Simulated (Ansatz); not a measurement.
in.yaml

```yaml
crystal:
  periodic: [false, false, false]
  atoms:
    - {symbol: N, position_ang: [0.000000, 0.000000, 0.000000]}
    - {symbol: O, position_ang: [0.000000, 0.000000, 2.088000]}
basis:
  gaussian: {orbitals: 6-31G}
magnetization: {spin_polarized: true, initial_magnetization: 1}
correlation: {method: ccsdtq, electrons: outside_noble_gas}
```

```sh
$ ansatz run in.yaml --threads 1 --pin off --events-out ev --progress --plain --max-ram 2393MiB
```

Output:

```
332 factors; integrals over basis functions are off by at most 2.9e-8 eV
mean field evaluation 1: about -3488.1831 eV, gradient 5.0e1 eV
mean field evaluation 2: about -3488.1847 eV, gradient 5.0e1 eV
mean field evaluation 4: about -3503.9868 eV, gradient 1.2e1 eV
mean field evaluation 8: about -3508.2116 eV, gradient 1.0e0 eV
mean field evaluation 16: about -3508.2381 eV, gradient 3.3e-2 eV
mean field evaluation 32: about -3508.4361 eV, gradient 1.4e0 eV
mean field evaluation 64: about -3514.2901 eV, gradient 5.4e0 eV
mean field evaluation 96: about -3514.5201 eV, gradient 2.2e0 eV
mean field evaluation 128: about -3514.5498 eV, gradient 2.5e-1 eV
mean field evaluation 160: about -3513.8711 eV, gradient 2.0e-1 eV
...
cycle  12  -3.04587734 eV  change   -4.5e-8 eV  update   4.0e-7
cycle  13  -3.04587738 eV  change   -4.2e-8 eV  update   3.2e-7
cycle  14  -3.04587739 eV  change   -8.6e-9 eV  update   3.2e-7
cycle  15  -3.04587738 eV  change    1.6e-8 eV  update   3.2e-7
cycle  16  -3.04587740 eV  change   -2.1e-8 eV  update   3.3e-7
cycle  17  -3.04587757 eV  change   -1.7e-7 eV  update   3.3e-7
cycle  18  -3.04587774 eV  change   -1.7e-7 eV  update   2.9e-7
cycle  19  -3.04587819 eV  change   -4.5e-7 eV  update   2.7e-7
cycle  20  -3.04587897 eV  change   -7.8e-7 eV  update   2.9e-7
cycle  21  -3.04587926 eV  change   -2.9e-7 eV  update   2.7e-7
Total energy: -3517.59697739 eV, -129.2693046063 hartree
```

For the same geometry and basis full CI lies 22.4 meV lower.

Ran on 1 thread of Arm Neoverse V2, shared host: 2.3 min wall, 0.49 GiB peak host memory.
